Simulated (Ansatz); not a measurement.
The input, for Ansatz 0.2.0:

```yaml
crystal:
  periodic: [false, false, false]
  atoms:
    - {symbol: Al, position_ang: [0.000000, -0.286940, 2.445725]}
    - {symbol: Al, position_ang: [0.000000, 0.286940, -2.445725]}
    - {symbol: H, position_ang: [0.000000, 1.010462, 3.419852]}
    - {symbol: H, position_ang: [0.000000, -1.010462, -3.419852]}
basis:
  gaussian: {orbitals: cc-pVDZ}
correlation: {method: fic_mrcisd_q, electrons: outside_noble_gas, active_space: {window: {electrons: 8, orbitals: 10}, shells: [{species: Al, l: s, shell: 3}, {species: Al, l: p, shell: 3}, {species: H, l: s, shell: 1}]}}
```

```sh
$ ansatz run in.yaml --threads 2 --pin off --events-out ev --progress --plain --max-ram 16896MiB --backend cuda --devices 0, --max-vram 18GiB
```

Question: Roughly how long does this take on 2 threads of AMD EPYC 7R13 with a shared H100 80 GB, shared host, and how much host memory?

Answer: 6 s wall and 0.89 GiB.

```
835 factors; integrals over basis functions are off by at most 1.6e-7 eV
mean field evaluation 1: about -13194.4696 eV, gradient 8.7e0 eV
mean field evaluation 2: about -13194.4713 eV, gradient 8.7e0 eV
mean field evaluation 4: about -13195.0270 eV, gradient 4.6e-1 eV
mean field evaluation 8: about -13195.0290 eV, gradient 2.5e-4 eV
mean field -13195.02903553 eV, -484.9083731439 hartree, gradient 1.8e-6 eV, S^2 0.000000; 0 other end points of the search recorded, 0 dependent functions left out; unrestricted orbitals would lower it
reference -13195.02903553 eV, -484.9083731439 hartree; 14, 14 occupied and 32, 32 virtual orbitals, 835 factors
state -13197.41557808 eV, -484.9960769648 hartree
contracted CI cycle   1: correlation 0.00000000 eV, 0.0000000000 hartree, residual 8.76e0 eV
contracted CI cycle   2: correlation -1.52296838 eV, -0.0559680557 hartree, residual 1.86e0 eV
contracted CI cycle   3: correlation -1.59868143 eV, -0.0587504590 hartree, residual 5.33e-1 eV
contracted CI cycle   4: correlation -1.60376737 eV, -0.0589373638 hartree, residual 1.35e-1 eV
contracted CI cycle   5: correlation -1.60413114 eV, -0.0589507320 hartree, residual 3.88e-2 eV
contracted CI cycle   6: correlation -1.60416391 eV, -0.0589519364 hartree, residual 1.22e-2 eV
contracted CI cycle   7: correlation -1.60416668 eV, -0.0589520383 hartree, residual 3.25e-3 eV
contracted CI cycle   8: correlation -1.60416688 eV, -0.0589520456 hartree, residual 9.20e-4 eV
state -13197.41557808 eV, -484.9960769648 hartree; corrected -13199.09027269 eV, -485.0576208567 hartree
Total energy: -13199.09027269 eV, -485.0576208567 hartree
Checks for a lower state left out: starts, orbital_swaps
```

Natural occupations: 1.9807 1.9807 1.8746 1.8656 0.0685 0.0657 0.0639 0.0580 0.0212 0.0211.

For the same geometry and basis RCCSDTQ lies 28.7 meV lower.
